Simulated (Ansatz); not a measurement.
A nudged elastic band was laid between two geometries of C$_{3}$H$_{5}$NS (10 atoms, charge 0, multiplicity 1).

All numbers below come from Ansatz 0.2.0, RKS B3LYP-D4/6-31G*.

```
movable images  : 7
climbing image  : yes
spring          : 5.0 eV/Å²
optimiser       : quadratic models (default)
start path      : IDPP
force threshold : 0.03 eV/Å
iteration limit : 38
end points      : relaxed
```

Initial state:

```xyz
10
Properties=species:S:1:pos:R:3
C -1.182 -0.895 0.134
C 0.015 -0.154 0.679
N 1.414 -0.448 0.069
C 0.871 0.672 -0.143
S 1.110 2.173 -0.977
H -2.109 -0.346 0.342
H -1.098 -1.030 -0.949
H -1.268 -1.885 0.598
H 0.019 0.012 1.758
H 2.312 1.848 -1.507
```

Final state:

```xyz
10
Properties=species:S:1:pos:R:3
C -1.085 -1.021 0.010
C 0.213 -0.432 0.509
N 1.377 -0.234 -0.501
C 0.788 0.780 -0.032
S 0.763 2.511 -0.116
H -1.317 -0.657 -0.995
H -1.024 -2.115 -0.026
H -1.917 -0.752 0.674
H 0.526 -0.751 1.506
H 1.759 2.620 -1.026
```

Question: Which bonds break or form, and what moves?

Answer: No bond is made or broken. The dihedral H6–C1–C2–N3 goes from -158 to -37°. The two ends are copies of one structure, up to a mirror image or an exchange of like atoms.

Question: Give the energies along the band, and the barrier.

Answer: It converged. The highest image is number 4 of 0 to 8, 0.064 eV above the ends, which have the same energy within 2 meV. A vibrational analysis at the climbing image gives one clearly imaginary mode, 159i cm⁻¹: a first-order saddle point.

```json
{"image": "0", "path coordinate (Å)": "0.00", "energy (eV)": "0.000", "dihedral H6–C1–C2–N3 (°)": "-158"}
{"image": "1", "path coordinate (Å)": "0.40", "energy (eV)": "0.009", "dihedral H6–C1–C2–N3 (°)": "-143"}
{"image": "2", "path coordinate (Å)": "0.81", "energy (eV)": "0.032", "dihedral H6–C1–C2–N3 (°)": "-128"}
{"image": "3", "path coordinate (Å)": "1.21", "energy (eV)": "0.054", "dihedral H6–C1–C2–N3 (°)": "-112"}
{"image": "4", "path coordinate (Å)": "1.62", "energy (eV)": "0.064", "dihedral H6–C1–C2–N3 (°)": "-97"}
{"image": "5", "path coordinate (Å)": "2.03", "energy (eV)": "0.054", "dihedral H6–C1–C2–N3 (°)": "-82"}
{"image": "6", "path coordinate (Å)": "2.45", "energy (eV)": "0.032", "dihedral H6–C1–C2–N3 (°)": "-67"}
{"image": "7", "path coordinate (Å)": "2.86", "energy (eV)": "0.009", "dihedral H6–C1–C2–N3 (°)": "-52"}
{"image": "8", "path coordinate (Å)": "3.27", "energy (eV)": "0.000", "dihedral H6–C1–C2–N3 (°)": "-37"}
```

Question: What is the geometry of the highest image?

Answer: 
```xyz
10
Properties=species:S:1:pos:R:3
C -1.093 -1.004 0.029
C 0.166 -0.369 0.591
N 1.419 -0.294 -0.332
C 0.805 0.767 -0.034
S 0.792 2.475 -0.340
H -1.800 -0.256 -0.348
H -0.837 -1.669 -0.804
H -1.606 -1.597 0.793
H 0.392 -0.574 1.638
H 1.847 2.470 -1.189
```

Question: What are the harmonic wavenumbers there?

Answer: 159i, 163, 270, 346, 420, 509, 559, 717, 894, 998, 1013, 1081, 1117, 1338, 1408, 1440, 1517, 1523, 1763, 2655, 3050, 3111, 3122, 3138 cm⁻¹.

The run took 2.4 min on 1 CPU thread of a shared host.
